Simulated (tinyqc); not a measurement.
Worked calculation: Born-Oppenheimer dynamics on the unrestricted LDA (VWN5)/sto-6g surface (energies and gradients from PySCF), for NH, spin multiplicity 3. Computed by tinyqc, a small Python program that keeps every step (integrals from PySCF). Settings: charge = 0, multiplicity = 3, basis = sto-6g, functional = lda,vwn, time step (fs) = 0.2, steps = 16. Command: `OMP_NUM_THREADS=1 python tinyqc.py 30429 30430 out.jsonl` (the two numbers bound the seeds that draw the settings). One thread of a shared host (Intel(R) Xeon(R) Processor @ 2.60GHz), about 6 s of CPU time with the checks.

positions (bohr):
```
,x,y,z
1N,0.000000,0.000000,0.000000
2H,0.000000,0.000000,2.073030
```

The total energy should stay constant up to terms of order dt^2; the step counts as short enough if it moves by less than 2 % of the largest kinetic energy.

Trajectory:
```
time (fs),1N-2H (angstrom),potential (hartree),kinetic (hartree),total (hartree)
0.000000,1.097000,-54.53885083,0.00186541,-54.53698542
0.200000,1.096994,-54.53885064,0.00186522,-54.53698542
0.400000,1.097378,-54.53886266,0.00187718,-54.53698547
0.600000,1.098147,-54.53888608,0.00190050,-54.53698557
0.800000,1.099288,-54.53891931,0.00193359,-54.53698572
1.000000,1.100783,-54.53896011,0.00197422,-54.53698589
1.200000,1.102609,-54.53900576,0.00201968,-54.53698608
1.400000,1.104737,-54.53905321,0.00206692,-54.53698628
1.600000,1.107136,-54.53909933,0.00211285,-54.53698648
1.800000,1.109768,-54.53914110,0.00215445,-54.53698665
2.000000,1.112595,-54.53917579,0.00218899,-54.53698680
2.200000,1.115574,-54.53920114,0.00221423,-54.53698691
2.400000,1.118664,-54.53921545,0.00222847,-54.53698697
2.600000,1.121819,-54.53921770,0.00223070,-54.53698700
2.800000,1.124996,-54.53920755,0.00222057,-54.53698698
3.000000,1.128150,-54.53918537,0.00219844,-54.53698692
3.200000,1.131240,-54.53915213,0.00216530,-54.53698683
```

Is the time step short enough?

Yes. The total energy moves within 1.6e-06 hartree, under 2 % of the largest kinetic energy.
